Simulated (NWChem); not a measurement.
**Correlation energy of disulfur (S$_{2}$)**

```xyz
2

S      0.0000     0.0000     0.9520
S      0.0000     0.0000    -0.9520
```
Charge 0, spin multiplicity 3.

The numbers come from NWChem runs, not from measurements. The geometry was optimised at UPBE0/def2-SVP, a minimum by its harmonic frequencies.

Basis set: cc-pVTZ. Each correlation energy counts from its own Hartree-Fock reference.

The correlated methods keep 10 core orbitals frozen. The unpaired electrons of the parent sit in orbitals of symmetry b2g and b3g (D2h labels of the run); other states weren't searched. No SCF solution was tested for a lower state. Open-shell Hartree-Fock references start from PBE0 orbitals. Coupled-cluster values serve here as a point of comparison, not as the truth.

Q: One of these methods gave a correlation energy of -313.0 mHa. Which?
(A) URI-MP2
(B) CCSD[T] on UHF
(C) CCSD on UHF
(D) SCS-UMP2

A: A, URI-MP2. The others give -303.1 (SCS-UMP2), -339.8 (CCSD on UHF), -359.4 (CCSD[T] on UHF).
